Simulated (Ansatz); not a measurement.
Born–Oppenheimer molecular dynamics of BHOSi (4 atoms, charge 0, multiplicity 1). It starts from a relaxed structure.

Computed with RKS PBE0-D4/6-31G* in Ansatz 0.2.0.

| Property | Result |
| --- | --- |
| ensemble | NVE (velocity Verlet) |
| time step | 0.5 fs |
| steps asked | 150 |
| starting velocities drawn for | 300 K |
| seed | 669603 |

First frame:

```xyz
4
Properties=species:S:1:pos:R:3
B -0.630 -1.780 0.369
Si 0.903 0.758 0.048
O -0.092 -0.615 0.169
H -0.181 1.636 -0.586
```

(1) How far do the bonds stretch over the last three quarters of this one trajectory? (Pairs bonded in most of those frames.)

Results:

(1) 
```
  bond  mean (Å)  spread (Å)  shortest  longest
 B1–O3     1.301       0.007      1.29     1.31
Si2–O3     1.707       0.009      1.69     1.72
Si2–H4     1.538       0.027      1.50     1.57
```

Mean temperature of the second half: 79 K. The conserved energy stayed within 0.031 meV per atom of its start (net change 0.0098 meV per atom), so the integration is sound. A run of 0.075 ps of so small a system gives no equilibrium averages.

Time of the run: 99 s on 1 CPU thread of a shared host.
